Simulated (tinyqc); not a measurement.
Inside a calculation. Method: extended Hueckel theory, for N2. One step of it, computed by the program tinyqc.

Question. Mulliken analysis. P = C n C^T; charge = valence electrons (N 5) minus the sum of (P S)_ii on the atom; overlap population = 2 sum P_ij S_ij between two atoms.

coefficients:
```
              MO1        MO2        MO3       MO4        MO5        MO6        MO7        MO8
1N 2s    0.566038   0.485055   0.000000  0.000000  -0.226822   0.000000   0.000000   1.696122
1N 2px   0.000000   0.000000   0.609035  0.007554   0.000000   0.527277   0.698992   0.000000
1N 2py   0.000000   0.000000  -0.007554  0.609035   0.000000   0.698992  -0.527277   0.000000
1N 2pz   0.021742  -0.480164   0.000000  0.000000   0.663842   0.000000   0.000000   1.357866
2N 2s    0.566038  -0.485055   0.000000  0.000000  -0.226822   0.000000   0.000000  -1.696122
2N 2px   0.000000   0.000000   0.609035  0.007554   0.000000  -0.527277  -0.698992   0.000000
2N 2py   0.000000   0.000000  -0.007554  0.609035   0.000000  -0.698992   0.527277   0.000000
2N 2pz  -0.021742  -0.480164   0.000000  0.000000  -0.663842   0.000000   0.000000   1.357866
```

occupations: 2.000000  2.000000  2.000000  2.000000  2.000000  0.000000  0.000000  0.000000

overlap S, lower triangle:
```
            1N 2s    1N 2px    1N 2py     1N 2pz     2N 2s    2N 2px    2N 2py    2N 2pz
1N 2s    1.000000
1N 2px   0.000000  1.000000
1N 2py   0.000000  0.000000  1.000000
1N 2pz   0.000000  0.000000  0.000000   1.000000
2N 2s    0.522014  0.000000  0.000000   0.477028  1.000000
2N 2px   0.000000  0.347779  0.000000   0.000000  0.000000  1.000000
2N 2py   0.000000  0.000000  0.347779   0.000000  0.000000  0.000000  1.000000
2N 2pz  -0.477028  0.000000  0.000000  -0.282889  0.000000  0.000000  0.000000  1.000000
```

Give: charges; Overlap populations.

Answer.

charges: 1N 0.0000, 2N 0.0000

Overlap populations:

| pair | value |
|---|---|
| 2-1 | 1.916787 |
